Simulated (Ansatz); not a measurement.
The input, for Ansatz 0.2.0:

```yaml
crystal:
  periodic: [false, false, false]
  atoms:
    - {symbol: B, position_ang: [0.000000, 0.000000, 0.000000]}
    - {symbol: C, position_ang: [0.000000, 0.000000, 1.211000]}
basis:
  gaussian: {orbitals: def2-SVP}
total_charge: 1
correlation: {method: fic_nevpt4_sd, electrons: outside_noble_gas, active_space: {window: {electrons: 6, orbitals: 3}, states: [{multiplicity: 1, weights: [1, 1, 1]}], root: 1}}
scf: {lower_state_search: light}
```

```sh
$ ansatz run in.yaml --threads 1 --pin off --events-out ev --progress --plain --max-ram 2393MiB
```

The program prints:

```
489 factors; integrals over basis functions are off by at most 1.6e-7 eV
mean field evaluation 1: about -1676.2029 eV, gradient 2.6e1 eV
mean field evaluation 2: about -1676.2090 eV, gradient 2.6e1 eV
mean field evaluation 4: about -1678.5381 eV, gradient 2.4e0 eV
mean field evaluation 8: about -1678.6391 eV, gradient 2.4e-1 eV
mean field evaluation 16: about -1678.0930 eV, gradient 5.8e-2 eV
mean field evaluation 32: about -1678.6399 eV, gradient 6.6e-1 eV
mean field evaluation 64: about -1678.4176 eV, gradient 1.4e0 eV
mean field evaluation 96: about -1678.5312 eV, gradient 2.4e0 eV
mean field -1678.64084390 eV, -61.6889131896 hartree, gradient 5.2e-6 eV, S^2 0.000000; 11 other end points of the search recorded, 0 dependent functions left out; unrestricted orbitals would lower it
reference -1678.64084390 eV, -61.6889131896 hartree; 5, 5 occupied and 23, 23 virtual orbitals, 489 factors
Error: 3 states are sought, and the space of determinants holds 1 states of this symmetry and spin
```

The run gave no result to rely on (stopped by an error).

Ran on 1 thread of Arm Neoverse V2, shared host: 0.21 s wall, 0.06 GiB peak host memory.
